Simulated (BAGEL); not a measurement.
# BHClO (SMILES O[B]Cl): UHF/STO-3G (density fitting with qzvpp-jkfit)

What is the energy change on altering one bond length of BHClO at UHF/STO-3G (density fitting with qzvpp-jkfit)? 

Program for the calculation: BAGEL 1.2.2.

24 further runs of the same task are left out: 1 that didn't finish, 23 set aside as unsound or not needed.

### 1 The system as given

The species is BHClO (4 atoms), meant as a doublet with charge 0. SMILES: `O[B]Cl`. The coordinates come from a PBE0-D4/def2-TZVP relaxation.

Bond lengths: O1–B2 1.334 Å, B2–Cl3 1.740 Å, O1–H4 0.961 Å. Angles: O1–B2–Cl3 122.2°, B2–O1–H4 113.5°.

### 2 A single-point energy at UHF/STO-3G (density fitting with qzvpp-jkfit)

The input, job.json:

```json
{ "bagel" : [

{
  "title" : "molecule",
  "basis" : "sto-3g",
  "df_basis" : "qzvpp-jkfit",
  "angstrom" : true,
  "geometry" : [
    { "atom" : "O", "xyz" : [    0.545600,    0.191100,   -0.589300 ] },
    { "atom" : "B", "xyz" : [   -0.429900,    0.065600,    0.312600 ] },
    { "atom" : "Cl", "xyz" : [   -0.557200,   -1.323200,    1.352900 ] },
    { "atom" : "H", "xyz" : [    0.497000,    1.006200,   -1.096500 ] }
  ]
},
{
  "title" : "uhf",
  "nopen" : 1
},
{
  "title" : "print",
  "file" : "orbitals.molden",
  "orbitals" : true
}

]}
```

Run with:

```sh
$ BAGEL_NUM_THREADS=1 BAGEL job.json > job.out
```

Output:

```text
* using 1 threads per process

  ===============================================================
  ===============================================================

  *** Geometry ***

  { "atom" : "O", "xyz" : [      1.031035,      0.361127,     -1.113616 ] },
  { "atom" : "B", "xyz" : [     -0.812393,      0.123966,      0.590728 ] },
  { "atom" : "Cl", "xyz" : [     -1.052955,     -2.500486,      2.556610 ] },
  { "atom" : "H", "xyz" : [      0.939194,      1.901442,     -2.072085 ] },

  Number of auxiliary basis functions:      298

  Since a DF basis is specified, we compute 2- and 3-index integrals:
    o Being stored without compression. Storage requirement is 0.001 GB

  Number of basis functions:       20
  Number of electrons      :       31

    * METHOD: MOLECULE                             0.04

  *** Open-shell HF ***

  === Nuclear Repulsion ===
    76.6997254512

      * DIIS with orbital gradients will be used.

  === UHF iteration (sto-3g) ===
      0       -553.32027027          0.03687833           0.01
      1       -553.37964811          0.01294241           0.00
      2       -553.38829607          0.00564401           0.00
      3       -553.38992829          0.00190723           0.00
      4       -553.39076560          0.00037920           0.00
      5       -553.39084660          0.00011796           0.01
      6       -553.39086289          0.00003585           0.01
      7       -553.39086600          0.00001027           0.01
      8       -553.39086650          0.00000410           0.01
      9       -553.39086661          0.00000093           0.01
     10       -553.39086661          0.00000038           0.01
     11       -553.39086662          0.00000010           0.01
     12       -553.39086662          0.00000003           0.01
     13       -553.39086662          0.00000001           0.01
    * SCF iteration converged.

    * S^2 (UHF) is 0.7551

    * Permanent dipole moment:
           (   -0.003773,    -1.123783,     0.758611) a.u.

    * METHOD: UHF                                  0.12

    * METHOD: PRINT                                0.00

  ===============================================================
```

It took 0.44 s on 1 thread of Intel Xeon 6975P-C (Granite Rapids), shared host; peak memory 0.079 GiB.

### 3 The distorted shape at the same level

The input, input.json:

```json
{ "bagel": [

{
  "title": "molecule",
  "basis": "sto-3g",
  "df_basis": "qzvpp-jkfit",
  "angstrom": "true",
  "geometry": [
    { "atom": "O", "xyz": [    0.564697,    0.399447,   -0.745365 ] },
    { "atom": "B", "xyz": [   -0.410803,    0.273947,    0.156535 ] },
    { "atom": "Cl", "xyz": [   -0.557200,   -1.323200,    1.352900 ] },
    { "atom": "H", "xyz": [    0.516097,    1.214547,   -1.252565 ] }
  ]
},
{ "title": "uhf", "nopen": 1 },
{ "title": "print", "file": "orbitals.molden", "orbitals": "true" }

]}
```

Run with:

```sh
$ BAGEL_NUM_THREADS=1 BAGEL input.json > input.out
```

Output:

```text
* using 1 threads per process

  ===============================================================
  ===============================================================

  *** Geometry ***

  { "atom" : "O", "xyz" : [      1.067123,      0.754845,     -1.408536 ] },
  { "atom" : "B", "xyz" : [     -0.776305,      0.517685,      0.295808 ] },
  { "atom" : "Cl", "xyz" : [     -1.052955,     -2.500486,      2.556610 ] },
  { "atom" : "H", "xyz" : [      0.975282,      2.295161,     -2.367005 ] },

  Number of auxiliary basis functions:      298

  Since a DF basis is specified, we compute 2- and 3-index integrals:
    o Being stored without compression. Storage requirement is 0.001 GB

  Number of basis functions:       20
  Number of electrons      :       31

    * METHOD: MOLECULE                             0.04

  *** Open-shell HF ***

  === Nuclear Repulsion ===
    70.9881118117

      * DIIS with orbital gradients will be used.

  === UHF iteration (sto-3g) ===
      0       -553.28438030          0.03863257           0.00
      1       -553.35919155          0.01453582           0.00
      2       -553.37078568          0.00690379           0.00
      3       -553.37339270          0.00259432           0.00
      4       -553.37509157          0.00064443           0.00
      5       -553.37526383          0.00016624           0.00
      6       -553.37529363          0.00005793           0.00
      7       -553.37530129          0.00003708           0.00
      8       -553.37530498          0.00001674           0.00
      9       -553.37530546          0.00000288           0.00
     10       -553.37530547          0.00000097           0.00
     11       -553.37530547          0.00000015           0.00
     12       -553.37530547          0.00000005           0.00
     13       -553.37530547          0.00000002           0.00
     14       -553.37530547          0.00000001           0.00
    * SCF iteration converged.

    * S^2 (UHF) is 0.7564

    * Permanent dipole moment:
           (   -0.086187,    -1.486959,     1.071823) a.u.

    * METHOD: UHF                                  0.10

    * METHOD: PRINT                                0.00

  ===============================================================
```

Wall time 0.46 s (1 thread of Intel Xeon 6975P-C (Granite Rapids), shared host); peak memory 0.079 GiB.

### 4 Results

Level: UHF/STO-3G (density fitting with qzvpp-jkfit).

```
                                                          quantity          value
                                         first shape: total energy  -553.39087 Eh
                                        first shape: dipole moment         3.45 D
                                                 first shape: ⟨S²⟩          0.755
                                     distorted shape: total energy  -553.37531 Eh
                                    distorted shape: dipole moment         4.66 D
                                             distorted shape: ⟨S²⟩          0.756
energy change with the B2–Cl3 bond stretched from 1.740 to 2.001 Å       0.423 eV
```

In words: With the B2–Cl3 bond stretched from 1.740 to 2.001 Å the energy rises by 0.42 eV (40.9 kJ/mol). The first shape isn't relaxed at this level, so the change isn't measured from a minimum. The minimal basis adds a large error of its own.
